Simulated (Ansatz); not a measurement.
System: singlet methylene, CH2 (charge 0, singlet). 
Geometry from a B3LYP-D3(BJ)/def2-TZVP (Ansatz, a program for electronic structure) optimisation:
SMILES: [CH2]
```xyz
3

C      0.0073     0.0003     0.1749
H     -0.0104     0.8611    -0.5267
H     -0.0333    -0.8629    -0.5227
```

Basis-set convergence of Hartree-Fock and MP2 correlation energies (hartree) with Ansatz. Cores are frozen in the correlated levels unless marked. Spin-orbit coupling is left out. No relativistic terms.

The Hartree-Fock reference is unstable (checked in the largest basis), which strains HF and MP2. 

```json
[
 {"basis": "cc-pVDZ", "functions": "24", "E(HF)": "-38.88107", "E(corr, MP2)": "-0.11023"},
 {"basis": "cc-pVTZ", "functions": "58", "E(HF)": "-38.89224", "E(corr, MP2)": "-0.13871"},
 {"basis": "cc-pVQZ", "functions": "115", "E(HF)": "-38.89501", "E(corr, MP2)": "-0.14822"},
 {"basis": "cc-pV5Z", "functions": "201", "E(HF)": "-38.89574", "E(corr, MP2)": "-0.15187"}
]
```

Extrapolating the two largest sets (X = 4 and 5) as X^-3: E(corr) = (125·(-0.15187) - 64·(-0.14822))/61 = -0.1557 Eh, an estimate of the basis-set limit. The largest set recovers 97.5 % of it, the smallest 70.8 %.
